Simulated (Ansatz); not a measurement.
Born–Oppenheimer molecular dynamics of FH + H2S (5 atoms, charge 0, multiplicity 1). It goes on from the last frame of an earlier run, with new velocities.

Method: Ansatz 0.2.0, UKS B3LYP/def2-SVP.

* ensemble: NVE (Milne-controlled integrator)
* time step: 0.5 fs
* steps asked: 150
* starting velocities drawn for: 500 K
* seed: 311929

Frames 5 fs apart, positions in Å, forces in eV/Å.

Velocities at 5.0 fs (Å/ps):

```
F -3.13 -1.01 5.88
H 7.08 7.12 13.57
S 1.31 -0.20 -3.52
H 0.21 7.70 -7.81
H 10.15 10.43 -4.66
```

```xyz
5
Properties=species:S:1:pos:R:3:forces:R:3 time_fs=5.0 energy_less_start_eV=0.092 T=262
F 0.793 0.283 -2.463 -0.38 -0.26 0.87
H 0.432 0.020 -1.631 0.34 0.22 -0.73
S -0.818 -0.218 1.014 -0.23 1.17 -1.21
H -0.651 -1.121 1.978 0.44 0.18 0.81
H -0.367 0.998 1.535 -0.17 -1.31 0.25
5
Properties=species:S:1:pos:R:3:forces:R:3 time_fs=10.0 energy_less_start_eV=-0.044 T=613
F 0.776 0.278 -2.432 0.19 0.15 -0.51
H 0.481 0.062 -1.590 -0.22 -0.21 0.64
S -0.812 -0.214 0.992 -0.39 -0.57 -0.57
H -0.599 -1.068 2.033 0.18 0.44 -0.08
H -0.336 0.906 1.539 0.25 0.19 0.52
5
Properties=species:S:1:pos:R:3:forces:R:3 time_fs=15.0 energy_less_start_eV=-0.042 T=607
F 0.760 0.273 -2.400 -0.12 -0.08 0.49
H 0.519 0.084 -1.515 0.09 0.02 -0.36
S -0.808 -0.213 0.966 0.28 0.02 0.75
H -0.506 -0.939 2.086 -0.16 -0.25 -0.52
H -0.261 0.824 1.645 -0.09 0.29 -0.36
5
Properties=species:S:1:pos:R:3:forces:R:3 time_fs=20.0 energy_less_start_eV=0.050 T=372
F 0.742 0.267 -2.366 -0.05 -0.04 0.34
H 0.564 0.100 -1.465 0.01 -0.02 -0.21
S -0.804 -0.212 0.944 0.63 1.22 0.77
H -0.438 -0.873 2.046 -0.05 -1.00 0.13
H -0.205 0.817 1.676 -0.55 -0.16 -1.03
5
Properties=species:S:1:pos:R:3:forces:R:3 time_fs=25.0 energy_less_start_eV=-0.061 T=659
F 0.725 0.261 -2.329 0.10 0.11 -0.43
H 0.602 0.103 -1.430 -0.15 -0.18 0.55
S -0.795 -0.205 0.928 -0.19 -1.32 0.15
H -0.393 -0.998 1.989 -0.22 0.23 -0.71
H -0.241 0.824 1.518 0.47 1.16 0.44
5
Properties=species:S:1:pos:R:3:forces:R:3 time_fs=30.0 energy_less_start_eV=-0.019 T=550
F 0.708 0.255 -2.291 -0.02 -0.14 0.92
H 0.620 0.083 -1.365 -0.06 0.07 -0.80
S -0.786 -0.203 0.913 -0.10 1.18 -0.68
H -0.380 -1.102 1.817 0.46 0.16 0.50
H -0.225 0.985 1.401 -0.27 -1.27 0.05
5
Properties=species:S:1:pos:R:3:forces:R:3 time_fs=35.0 energy_less_start_eV=-0.033 T=585
F 0.692 0.250 -2.250 0.14 0.17 -0.64
H 0.609 0.054 -1.357 -0.24 -0.23 0.75
S -0.779 -0.196 0.893 -0.78 -0.70 -1.02
H -0.277 -1.149 1.722 0.32 0.63 0.18
H -0.233 0.939 1.325 0.55 0.12 0.72
5
Properties=species:S:1:pos:R:3:forces:R:3 time_fs=40.0 energy_less_start_eV=-0.162 T=918
F 0.676 0.244 -2.209 0.01 -0.16 0.63
H 0.555 0.003 -1.306 -0.11 0.13 -0.52
S -0.777 -0.192 0.867 0.30 -0.18 0.13
H -0.105 -1.069 1.676 -0.16 0.28 -0.25
H -0.139 0.883 1.392 -0.04 -0.07 0.01
5
Properties=species:S:1:pos:R:3:forces:R:3 time_fs=45.0 energy_less_start_eV=-0.073 T=688
F 0.662 0.238 -2.165 0.07 -0.05 0.07
H 0.463 -0.041 -1.297 -0.14 0.06 0.01
S -0.773 -0.189 0.841 0.95 1.05 0.69
H 0.048 -0.941 1.589 -0.02 -0.81 -0.01
H -0.050 0.833 1.467 -0.85 -0.25 -0.76
5
Properties=species:S:1:pos:R:3:forces:R:3 time_fs=50.0 energy_less_start_eV=-0.088 T=726
F 0.648 0.231 -2.119 0.12 0.00 -0.15
H 0.344 -0.068 -1.292 -0.15 0.04 0.20
S -0.763 -0.182 0.819 0.34 -1.42 0.11
H 0.170 -0.965 1.475 -0.67 -0.17 -0.52
H -0.110 0.781 1.411 0.36 1.55 0.36
5
Properties=species:S:1:pos:R:3:forces:R:3 time_fs=55.0 energy_less_start_eV=-0.166 T=929
F 0.635 0.224 -2.073 -0.28 -0.28 0.53
H 0.198 -0.069 -1.283 0.28 0.36 -0.53
S -0.749 -0.181 0.799 0.16 1.04 0.34
H 0.171 -1.043 1.268 0.22 -0.01 0.17
H -0.155 0.961 1.372 -0.39 -1.11 -0.51
5
Properties=species:S:1:pos:R:3:forces:R:3 time_fs=60.0 energy_less_start_eV=-0.098 T=753
F 0.620 0.214 -2.025 0.44 0.13 -0.63
H 0.077 -0.018 -1.316 -0.39 -0.05 0.57
S -0.735 -0.175 0.781 -1.14 -0.80 -0.60
H 0.202 -1.110 1.085 0.29 0.63 0.29
H -0.245 0.970 1.255 0.81 0.10 0.37
```

Of the whole run (75 fs, mean temperature of the second half 795 K): The conserved energy stayed within 0.017 meV per atom of its start (net change 0.011 meV per atom), so the integration is sound. The system heated up, since it started high on the potential surface and ran downhill. A run of 0.075 ps of so small a system gives no equilibrium averages.

Time of the run: 3 min on 1 thread of Arm Neoverse V1, with other jobs on the host, peak memory 0.2 GiB.
